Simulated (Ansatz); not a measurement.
Born–Oppenheimer molecular dynamics of BFH₂ (4 atoms, charge 0, multiplicity 1). It starts at the highest image of a converged band. Of that band: Neighbouring images differ by up to 2.1 eV, so the band resolves the path poorly. A vibrational analysis at the climbing image gives one clearly imaginary mode, 563i cm⁻¹: a first-order saddle point.

Method: Ansatz, RKS B3LYP-D4/def2-mTZVP.

- ensemble: NVE (velocity Verlet)
- time step: 0.5 fs
- steps asked: 200
- starting velocities drawn for: 300 K
- seed: 7244

First frame:

```xyz
4
Properties=species:S:1:pos:R:3
B 0.090 -0.001 -0.565
F 0.931 0.000 1.318
H 1.308 0.000 0.337
H -1.093 0.000 -0.376
```

Problem. How far do the bonds stretch over the last three quarters of this one trajectory? (Pairs bonded in most of those frames.)

Solution. 
| bond | mean (Å) | spread (Å) | shortest | longest |
| --- | --- | --- | --- | --- |
| B1–H4 | 1.220 | 0.044 | 1.15 | 1.29 |
| F2–H3 | 0.960 | 0.011 | 0.94 | 0.99 |

Mean temperature of the second half: 780 K. The conserved energy stayed within 0.18 meV per atom of its start (net change 0.026 meV per atom), so the integration is sound. The kinetic energy rose, since the run started high on the potential surface and went downhill. It ends in pieces (BH + FH), so much of that is their flight and rotation, not heat. A run of 0.1 ps of so small a system gives no equilibrium averages. The orbitals stay closed-shell, which can raise the energy where a bond breaks towards radicals; this wasn't checked here.

Time of the run: 100 s on 1 thread of Arm Neoverse V2, on a shared host, peak memory 0.081 GiB.
